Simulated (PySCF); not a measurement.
All values below come from B3LYP-D3(BJ)/def2-TZVP in PySCF. Gas-phase values, no solvent. B3LYP has the VWN-RPA correlation part, as in Gaussian. 

Reference species (SMILES): `F[SiH](F)F` (neutral, multiplicity 1).

- dipole moment = 1.34 D

Changed species: `F[Si](F)(F)F` (whole molecule; the reference has whole molecule).

Problem. Give the shifts of the dipole moment.

Solution. the dipole moment drops by 1.34 D, to 0.00 D.
